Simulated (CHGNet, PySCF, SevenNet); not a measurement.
## Ladder of methods for the cohesive energy of rock-salt MgS

Reference value: 4.04 eV/atom (measured, corrected for zero-point motion; as tabulated in Goldzak et al. (2022), arXiv:2208.04865).

| level (code) | value (eV/atom) | cell (Å³/atom) | error (eV/atom) |
|---|---|---|---|
| CHGNet 0.3.0 | 4.03 | 17.85 | -0.01 |
| SevenNet-0 | 3.76 | 17.82 | -0.28 |
| SevenNet-l3i5 | 3.81 | 17.86 | -0.23 |
| PBE0 (PySCF) | 3.75 ± 0.04 | 17.58 | -0.29 |
| Hartree–Fock (PySCF) | 2.86 ± 0.08 | 18.44 | -1.18 |
| MP2 (PySCF) | 4.37 ± 0.1 | 17.36 | +0.33 |
| CCSD (PySCF) | 3.99 ± 0.1 | 17.55 | -0.05 |
| CCSD(T) (PySCF) | 4.12 ± 0.1 | 17.56 | +0.08 |

Leaving aside CHGNet 0.3.0 (doubt noted below), SevenNet-0 (doubt noted below), SevenNet-l3i5 (doubt noted below): Once the reference is moved by up to 0.03 eV/atom (a margin picked here for doubts on the reference and the settings) and values within 0.03 eV/atom count as equal, the nearest can be CCSD (-0.05 eV/atom) or CCSD(T) (+0.08 eV/atom). Farthest off among them: Hartree–Fock (-1.18 eV/atom). Within 0.5 eV/atom: PBE0, MP2, CCSD, CCSD(T).

A ± on a computed value is a rough bar: the spread of its extrapolation, a floor set from checks against published values, or a statistical error. CHGNet 0.3.0, SevenNet-0, SevenNet-l3i5: free atoms can lie outside what these potentials were trained on. CHGNet 0.3.0: the energies of CHGNet 0.3.0 can hold anion corrections fitted to measured formation enthalpies. Each level is taken at its own relaxed cell.

Machine-learned potentials (CHGNet 0.3.0, SevenNet-0, SevenNet-l3i5) are trained on DFT data: a solid inside that data is no test of them.

Differences are worked out from the printed values.
